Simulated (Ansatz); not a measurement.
Two shapes of singlet AlH2(+).

Shape 1:

```xyz
3

H     0.0000    0.0004   -1.6826
Al    0.0000   -0.0008    0.0000
H     0.0000    0.0004    1.6826
```

Shape 2:

```xyz
3

H    -0.0462    0.0092   -1.5748
Al    0.0260   -0.0248    0.0353
H    -0.0139    0.0347    1.5244
```

Basis set: def2-SVP (spherical functions). Frozen core: 5 orbitals. Charge 1, multiplicity 1.

Computed with Ansatz (development build ahead of 0.2.0); each method stands on the lowest determinant of its kind that the runs found.

(1) Which shape is lower in energy, and by how much in each method?

## Answers

(1)

```json
{"method": "RHF", "E(2) − E(1) (eV)": "-0.217"}
{"method": "UHF", "E(2) − E(1) (eV)": "-0.217"}
{"method": "UHF-MP2", "E(2) − E(1) (eV)": "-0.202"}
{"method": "RHF-CCSD(T)", "E(2) − E(1) (eV)": "-0.168"}
{"method": "UHF-CCSD(T)", "E(2) − E(1) (eV)": "-0.168"}
```

Shape 2 is lower.
